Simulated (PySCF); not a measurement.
Compound: C3H4ClN.
Atom-mapped SMILES: `[H]/[N:1]=[CH:2]/[CH:3]=[CH:4]\[Cl:5]` (hydrogens: H6 on N1; H7 on C2; H8 on C3; H9 on C4)

The calculation used PBE0-D3(BJ)/def2-SVP geometry optimisation, gas phase (PySCF).

Problem. What internal coordinates does the optimisation give?

Solution. 
```json
{"bond": "N1=C2", "length (bohr)": "2.408"}
{"bond": "C2–C3", "length (bohr)": "2.756"}
{"bond": "C3=C4", "length (bohr)": "2.531"}
{"bond": "C4–Cl5", "length (bohr)": "3.257"}
{"bond": "N1–H6", "length (bohr)": "1.934"}
{"bond": "C2–H7", "length (bohr)": "2.088"}
{"bond": "C3–H8", "length (bohr)": "2.067"}
{"bond": "C4–H9", "length (bohr)": "2.063"}
```

A selection of angles:
```json
{"angle": "C2–N1–H6", "degrees": "110.1"}
{"angle": "N1–C2–C3", "degrees": "120.3"}
{"angle": "N1–C2–H7", "degrees": "124.0"}
{"angle": "C3–C2–H7", "degrees": "115.8"}
{"angle": "C2–C3–C4", "degrees": "126.1"}
{"angle": "C2–C3–H8", "degrees": "116.0"}
{"angle": "C4–C3–H8", "degrees": "117.9"}
{"angle": "C3–C4–Cl5", "degrees": "124.6"}
{"angle": "C3–C4–H9", "degrees": "122.4"}
{"angle": "Cl5–C4–H9", "degrees": "112.9"}
```

Torsions: N1–C2–C3–C4 180° (antiperiplanar); C2–C3–C4–Cl5 0° (synperiplanar); H6–N1–C2–C3 180° (antiperiplanar).

The 2 C–C bonds span 1.340 Å (C3=C4, drawn double) to 1.459 Å (C2–C3, drawn single), a spread of 0.119 Å. Of the pairs four or more bonds apart, Cl5···H7 is among the closest relative to their van der Waals radii: 2.76 Å, 93 % of the sum of Bondi's values. N1 (imine nitrogen) is bent (angle 110.1°). The 5 heavy atoms lie in one plane (0.001 Å rms).

Point group: Cs (every atom within 0.08 Å of its image). Not checked by PBE0-D3(BJ)/def2-SVP frequencies. One conformer, not necessarily the lowest.

On an Arm Neoverse V2 with one thread, no GPU (shared host), this took 13 s. That covers the optimisation of the geometry.
